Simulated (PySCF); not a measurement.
**Chlorine: a sound run and one with changed settings**

Sound run: Cl [Ne] 3s2 3p5, Cl⁺ [Ne] 3s2 3p4. Computed with PySCF 2.14 in x2c-TZVPall (5s5p2d1f, 37 functions), with scalar relativity by spin-free X2C-1e. The sound run starts from symmetry-adapted Hartree-Fock orbitals and uses a fine grid where one is needed.

Changed run: radial step 0.5 in ln r (0.13 in the sound run). This setting is unsound on purpose.

```json
{"species": "Cl", "method": "UHF", "sound run (hartree)": "-460.88778", "changed run (hartree)": "-460.88778", "converged": "yes"}
{"species": "Cl", "method": "PBE", "sound run (hartree)": "-461.38210", "changed run (hartree)": "-461.39059", "converged": "yes"}
{"species": "Cl", "method": "M06-2X", "sound run (hartree)": "-461.56403", "changed run (hartree)": "-461.52200", "converged": "yes"}
{"species": "Cl⁺", "method": "UHF", "sound run (hartree)": "-460.45561", "changed run (hartree)": "-460.45561", "converged": "yes"}
{"species": "Cl⁺", "method": "PBE", "sound run (hartree)": "-460.90659", "changed run (hartree)": "-460.91659", "converged": "yes"}
{"species": "Cl⁺", "method": "M06-2X", "sound run (hartree)": "-461.08624", "changed run (hartree)": "-461.07295", "converged": "yes"}
```

Ionisation energy of Cl:

```tsv
method	sound run (eV)	changed run (eV)
UHF	11.760	11.760
PBE	12.939	12.898
M06-2X	13.001	12.219
```

A coarse radial grid mis-integrates the density and the exchange-correlation energy, with errors of either sign; Hartree-Fock needs no grid.

For comparison, NIST gives 12.968 eV between the lowest levels.
